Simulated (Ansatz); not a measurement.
System: corundum (α-Al2O3). Method: PBE (PAW; Ansatz, an electronic-structure program).

Run with plane-wave cutoff 500 eV, 10×10×10 k mesh, Fermi–Dirac smearing 0.05 eV, scalar-relativistic PAW data made under PBE.

Cell (relaxed at this level):

```xyz
10
Lattice="2.4045 1.3882 4.3744 -2.4045 1.3882 4.3744 0.0000 -2.7765 4.3744" Properties=species:S:1:pos:R:3 pbc="T T T"
Al     0.0000     0.0000     1.9404
Al     0.0000     0.0000    11.1827
Al     0.0000     0.0000     4.6212
Al     0.0000     0.0000     8.5020
O      0.9322     1.3882     7.6552
O     -0.9322    -1.3882     5.4680
O     -1.6683     0.1132     7.6552
O      1.6683    -0.1132     5.4680
O      0.7362    -1.5014     7.6552
O     -0.7362     1.5014     5.4680
```

Task: Predict the band gap.

Result: 
band gap: 5.85 eV (on the SCF k mesh)

The computed numbers hold no vibrational or temperature effects.

Computing time: about 60 core-seconds (a rough figure).
